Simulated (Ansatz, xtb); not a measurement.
Molecule: C4H7, charge 0, multiplicity 2. It need not be the lowest isomer of its formula. 
Coordinates optimised at B3LYP-D3(BJ)/def2-TZVP (Ansatz, an electronic-structure program):
```
C
C 1 1.3088
H 2 1.0789 1 137.51
C 1 1.5074 2 122.59 3 180.00
H 4 1.0882 1 111.59 2 0.00
H 4 1.0939 5 108.67 1 121.94
H 4 1.0939 5 108.67 6 116.11
C 1 1.5147 2 121.81 3 0.00
H 8 1.0889 1 112.00 2 0.00
H 8 1.0938 9 108.53 1 -121.87
H 8 1.0938 9 108.53 10 -116.27
```
Charge 0, spin multiplicity 2.

Harmonic wavenumbers from GFN2-xTB (xtb, at its own minimum), cm⁻¹: 110, 161, 350, 374, 415, 668, 712, 848, 944, 960, 1065, 1070, 1150, 1366, 1394, 1470, 1474, 1481, 1485, 1739, 3003, 3010, 3012, 3018, 3050, 3056, 3201.

**Question.** Give the harmonic wavenumbers at B3LYP-D3(BJ)/def2-TZVP (Ansatz, finite differences of forces, unscaled).

**Answer.** 167, 207, 365, 400, 432, 673, 795, 866, 960, 968, 1095, 1098, 1199, 1393, 1410, 1473, 1479, 1484, 1491, 1695, 3017, 3021, 3063, 3066, 3116, 3124, 3234 cm⁻¹. Zero-point energy 59.0 kcal/mol.

**Question.** From these and the geometry, give the ideal-gas thermochemistry at 298.15 K and 1 atm (rigid rotor, harmonic oscillator).

**Answer.** Point group Cs, rotational symmetry number 1. Rotational constants 9.933, 8.468, 4.845 GHz. S(trans) 37.94, S(rot) 24.18, S(vib) 8.65, S(elec, spin only) 1.38, S 72.2 cal/(mol K). H(298) - H(0) 3.97 kcal/mol; G - E(el) 41.5 kcal/mol.
